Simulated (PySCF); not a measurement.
Orbital energies, ionisation energy and electron affinity

Compound: BH2Cl.
Geometry (PBE0-D3(BJ)/def2-SVP, Å), atoms numbered from 1 in this order:
```
atom  x, y, z in Å
B1     0.0771    0.1281   -0.0001
H2     1.2788    0.0697    0.0155
H3    -0.5353    1.1636   -0.0201
Cl4   -0.8207   -1.3615    0.0047
```

Level: CAM-B3LYP/def2-SVPD (PySCF). Frontier orbitals with their largest atomic shares (Löwdin; up to four atoms above 4 %):

```
orbital  ε (eV)                           main atoms
 HOMO−3  -13.03  B1 37 %, Cl4 34 %, H3 15 %, H2 15 %
 HOMO−2  -12.81  Cl4 47 %, B1 33 %, H2 10 %, H3 10 %
 HOMO−1  -11.62                    Cl4 84 %, B1 15 %
   HOMO  -10.10                                    ?
   LUMO   -0.75  B1 57 %, Cl4 23 %, H3 10 %, H2 10 %
 LUMO+1    1.13    B1 74 %, Cl4 15 %, H3 5 %, H2 5 %
 LUMO+2    1.92    Cl4 67 %, B1 17 %, H3 8 %, H2 8 %
```

What vertical ionisation energy does ΔSCF give, and how far is −ε(HOMO) from it?

ΔSCF: 11.50 eV (1110 kJ/mol; threshold wavelength 108 nm); ⟨S²⟩ of the doublet left behind is 0.756, against 0.75 for a pure doublet. −ε(HOMO) is 10.10 eV, 1.40 eV below it. For the exact functional −ε(HOMO) would equal the first vertical ionisation energy; CAM-B3LYP (range-separated hybrid) falls short of its own ΔSCF value by 12 %.

On which atoms does the HOMO lie?

Cl4 (chlorine bonded to B) 61 %, B1 (boron bonded to Cl and 2 H) 20 %, H2 (hydrogen on boron) 9 %, H3 (hydrogen on boron) 9 %, so more than half of it is on one atom. The HOMO−1 lies 1.52 eV lower.

And the vertical electron affinity, the fundamental gap, Mulliken's electronegativity and the hardness (with the factor ½)?

EA = -0.22 eV by ΔSCF (−ε(LUMO) = 0.75 eV); a negative value means that the added electron isn't bound at this geometry and level, and the number then depends on the basis. IE − EA = 11.72 eV against an orbital gap of 9.35 eV; (IE + EA)/2 = 5.64 eV; (IE − EA)/2 = 5.86 eV. Parr's electrophilicity index (IE + EA)²/[8(IE − EA)] is 1.36 eV.

Shift the occupied levels rigidly so that −ε(HOMO) equals the ΔSCF value. What binding energies result?

The shift is +1.40 eV: HOMO 11.50, HOMO−1 13.02, HOMO−2 14.21, HOMO−3 14.43 eV. A rigid shift is only a rough guide to the deeper ionisations.

With α = 29.8 au, estimate the like-pair dispersion coefficient by London's formula C6 = (3/4)α²I.

I = 0.4227 Eh, so C6 ≈ 281 au, a rough estimate.

Isolated species at its PBE0-D3(BJ)/def2-SVP geometry, gas phase.
